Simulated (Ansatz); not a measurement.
**Several solutions for doublet CO(+)**

```xyz
2

C     0.0000    0.0000    0.0000
O     0.0000    0.0000    2.0070
```

Basis set: 6-31G (spherical functions). Charge 1, multiplicity 2.

UHF was run from several starts with Ansatz (development build ahead of 0.2.0).

| run | program | start | converged | energy (hartree) | <S²> |
| --- | --- | --- | --- | --- | --- |
| A | Ansatz | stability test followed | yes | -112.04375 | 1.73 |
| B | Ansatz | search for the lowest state | yes | -112.09508 | 1.90 |
| C | Ansatz | atomic start, no search | yes | -111.93380 | 0.76 |

Problem. Which runs reached the lowest solution of this kind, and what is wrong with the others?

Solution. B reached the lowest solution found. Converged but too high: A by 1.40 eV, C by 4.39 eV. Convergence only shows a stationary point, and even a stable one can lie too high; stability tests and further starts are what find lower ones. Caution: the unrestricted determinant is a mixture of spin states.
